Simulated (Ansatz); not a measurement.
# BH6NSi: the cost of one run

Method: RKS PBE-D4/def2-SVP, in Ansatz 0.2.0.

## 1. Starting point

Bond lengths: N1–B2 1.466 Å, B2–Si3 1.923 Å, N1–H4 1.015 Å, N1–H5 1.095 Å, B2–H6 1.199 Å, Si3–H7 1.457 Å, Si3–H8 1.541 Å, Si3–H9 1.491 Å. Angles: N1–B2–Si3 118.0°, N1–B2–H6 121.2°, Si3–B2–H6 120.7°, B2–N1–H4 108.1°, B2–N1–H5 108.3°, H4–N1–H5 103.7°, B2–Si3–H7 110.9°, B2–Si3–H8 108.1°, B2–Si3–H9 110.6°, H7–Si3–H8 107.1°, H7–Si3–H9 112.3°, H8–Si3–H9 107.7°.

As a file:

```xyz
9

N    -1.2345    0.7284   -0.7720
B     0.1059    0.6783   -0.1793
Si    0.6004   -0.8982    0.8039
H    -1.2786    0.0324   -1.5095
H    -1.3395    1.6786   -1.3066
H     0.8725    1.5920   -0.2976
H     0.5827   -2.0745   -0.0563
H     2.0499   -0.7208    1.2973
H    -0.2703   -1.0624    2.0029
```

## 2. Preparing the start

input.yaml reads:

```yaml
crystal:
  periodic: [false, false, false]
  atoms:
    - { symbol: "N", position_ang: [-1.2345, 0.7284, -0.772] }
    - { symbol: B, position_ang: [0.1059, 0.6783, -0.1793] }
    - { symbol: Si, position_ang: [0.6004, -0.8982, 0.8039] }
    - { symbol: H, position_ang: [-1.2786, 0.0324, -1.5095] }
    - { symbol: H, position_ang: [-1.3395, 1.6786, -1.3066] }
    - { symbol: H, position_ang: [0.8725, 1.592, -0.2976] }
    - { symbol: H, position_ang: [0.5827, -2.0745, -0.0563] }
    - { symbol: H, position_ang: [2.0499, -0.7208, 1.2973] }
    - { symbol: H, position_ang: [-0.2703, -1.0624, 2.0029] }
basis:
  gaussian: { orbitals: def2-SVP }
hamiltonian:
  xc: pbe
  dispersion: d4
relax:
  f_tol: 0.02
  max_steps: 40
output:
  orbitals: {}
```

Started as:

```console
$ ansatz run input.yaml --threads 1 --pin off --max-ram 2048MiB --backend cpu --events-out ev --progress --plain --runs-dir out
```

Q: Estimate wall time and peak memory on 1 thread of Arm Neoverse V2, shared host.

About 19 s, with a peak of 0.13 GiB.
